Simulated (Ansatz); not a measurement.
# MgNaH (singlet): wave-function methods side by side at angle Na1–Mg2–H3 = 103.3°, cc-pVTZ

An exercise on one series of results from a longer session: the logs are not shown, and one member is left open.

Program: Ansatz 0.2.0, Gaussian basis. Level of theory: cc-pVTZ, core rule «outside noble gas», up to 10 orbitals frozen. These are calculated values, not measurements.

The runs, in order: UHF; CCSD(T) on RHF; CCSD(T) on UHF; BCCD(T) on RHF; CCSDT(Q) on RHF; CCSDT(Q) on UHF; Full CI.

26 further runs of the same task are left out: 14 for a known fault of the program, 9 that didn't finish, 3 set aside as unsound or not needed. Runs told in other sessions of the task aren't counted.

## The system

The geometry derives from a PBE0/def2-TZVP stationary point (not a proven minimum). One angle is set to the value named; bond lengths are kept.

3 atoms, charge 0, spin multiplicity 1.

Atoms are counted from 1 here; the program's logs count them from 0.

Bond lengths: Na1–Mg2 3.016 Å, Mg2–H3 1.747 Å. Angles: Na1–Mg2–H3 103.3°.

Coordinates:

```
Na    0.95807    0.00000    1.26814
Mg   -0.91331    0.00000   -1.09719
H     0.17089    0.00000   -2.46756
```

The first run:

in.yaml reads:

```yaml
crystal:
  periodic: [false, false, false]
  atoms:
    - {symbol: Na, position_ang: [0.958069, 0.000000, 1.268143]}
    - {symbol: Mg, position_ang: [-0.913311, 0.000000, -1.097189]}
    - {symbol: H, position_ang: [0.170887, 0.000000, -2.467561]}
basis:
  gaussian: {orbitals: cc-pVTZ}
magnetization: {spin_polarized: true, initial_magnetization: 0}
hamiltonian: {xc: hf}
output: {orbitals: {seedname: orbitals}}
```

Run with:

```sh
$ ansatz run in.yaml --threads 1 --pin off --events-out ev --progress --plain --max-ram 2393MiB
```

Among the steps run: UHF; CCSD(T) on RHF; CCSD(T) on UHF; BCCD(T) on RHF; CCSDT(Q) on RHF; CCSDT(Q) on UHF; Full CI.

One table of the session follows, with a row left open; its other results are not shown here.

```
   method  from FCI (kJ/mol)
      RHF             +194.2
      UHF             +179.4
     RMP2              +50.6
     UMP2                  ?
    RCCSD               +4.5
    UCCSD               +5.4
 RCCSD(T)               +1.1
 UCCSD(T)               +1.7
  BCCD(T)               +1.1
   RCCSDT               +0.2
   UCCSDT               +0.4
RCCSDT(Q)                0.0
UCCSDT(Q)               +0.2
      FCI                  0
```

Estimate the missing values for UMP2.

The run gave: from FCI (kJ/mol): +66.7. In the column «from FCI (kJ/mol)» it lies between RMP2 (+50.6) and UHF (+179.4).

Caveats from the session: The determinant of HF (⟨S²⟩ 0.56) is far from a pure spin state, so its energy mixes those of several spin states; that is harmless only where they are near-degenerate. The determinant of CCSD(T) (⟨S²⟩ 0.56) is far from a pure spin state, so its energy mixes those of several spin states; high orders of coupled cluster remove much of that, low ones don't. The determinant of CCSDT(Q) (⟨S²⟩ 0.56) is far from a pure spin state, so its energy mixes those of several spin states; high orders of coupled cluster remove much of that, low ones don't. Restricted and unrestricted rows rest on different reference determinants; a gap between their highest levels can come from leftover correlation error, from unlike frozen cores or from another state.
